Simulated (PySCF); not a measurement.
A GIAO shielding run with PySCF 2.14.0 with density-fitted response routines (density fitting, non-relativistic, gas phase) on SMILES ClC(F)(Cl)Cl, CCl3F:

```
$ OMP_NUM_THREADS=1 python probes_run.py task.json out

{"job": {"kind": "nmr", "xc": "PBE0", "basis": "pcSseg-2", "pop": false}, "charge": 0, "multiplicity": 1}
F      0.067007    -0.151902     1.385001
C      0.009653    -0.014197     0.060552
Cl    -0.461379     1.641090    -0.307489
Cl     1.600080    -0.362286    -0.607536
Cl    -1.181791    -1.146685    -0.568419
```

Hardware: 1 thread of an Intel Xeon, shared host.

Q: How large is the calculation?

A: 66 electrons, 201 basis functions and 668 auxiliary functions.

Q: How long does it take, and how much memory does it need?

A: 14 s of wall time, with 14 SCF cycles and 5 response iterations; peak memory 1.1 GiB. Times on a shared host scatter by some tens of per cent.

Q: And these other runs on the same molecule and hardware: GIAO shielding at B97-2/pcSseg-2; GIAO shielding at KT3/pcSseg-2; GIAO shielding at wB97X-D/pcSseg-2?

A: B97-2/pcSseg-2: 201 functions, 13 s; KT3/pcSseg-2: 201 functions, 17 s; wB97X-D/pcSseg-2: 201 functions, 16 s.
